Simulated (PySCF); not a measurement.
## How methods differ on the electron affinity of B

B⁻ [He] 2s2 2p2 (3P) → B [He] 2s2 2p1 (2P), as a difference of total energies. Calculation: PySCF 2.14, in aug-cc-pVQZ (6s5p4d3f2g, 80 functions); no relativity, point nucleus. Correlated levels: valence: 1s2 frozen. The calculations carry no spin-orbit coupling.

```csv
method,electron affinity (eV)
UHF,-0.305
LDA,0.741
PBE,0.620
PBE0,0.477
r2SCAN,0.585
B3LYP,0.465
wB97X-V,0.231
CAM-B3LYP,0.368
M06,0.292
MP2 (valence),0.225
SCS-MP2 (valence),0.076
```

Errors of the correlated levels include the incompleteness of this basis and the frozen core.

A negative affinity means that the anion lies above the atom at that level of theory.

In the anion the highest occupied orbital energy is positive at LDA, PBE, PBE0, r2SCAN, B3LYP, CAM-B3LYP, M06; the basis confines that electron, and the energy difference can still be sensible.

Q: Which method comes closest to the reference value, and which is furthest?

A: The reference is 0.280 eV (measured; photodetachment measurements, as compiled on the Wikipedia data page of electron affinities). Closest: M06 (error 0.012 eV); furthest: UHF (error -0.585 eV).
